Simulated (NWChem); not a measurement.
A series in which one site is exchanged, each optimised at B3LYP/6-31G* with NWChem, gas phase unless a solvent is named. All stand in one matching conformer (torsions within 35°), which need not be the lowest. Pople sets run with spherical d functions. This build's default masses of Se (78.918 u) and Br (79.917 u) are each other's, which moves their modes by up to 0.6 %.

A: C=CC=C (C$_{4}$H$_{6}$; site = H)
B: C=CC(=C)Br (C4H5Br; site = Br)
C: C=CC(=C)F (C4H5F; site = F)
D: C=CC(=C)Cl (C₄H₅Cl; site = Cl)

```tsv
quantity	A	B	C	D
orbital gap (eV), B3LYP/6-31G*	5.62	…	5.58	5.50
highest harmonic frequency (cm⁻¹), B3LYP/6-31G*	3248	…	3292	3279
static polarisability, B3LYP/def2-SVPD (bohr³)	55.7	…	55.5	67.9
SMD solvation free energy in water, B3LYP/6-31G* (kcal/mol)	1.1	…	1.4	0.5
```

**Question.** Complete the blanks.

**Answer.** 
- orbital gap (eV), B3LYP/6-31G*, B: 5.46
- highest harmonic frequency (cm⁻¹), B3LYP/6-31G*, B: 3276
- static polarisability, B3LYP/def2-SVPD (bohr³), B: 75.3
- SMD solvation free energy in water, B3LYP/6-31G* (kcal/mol), B: 0.0
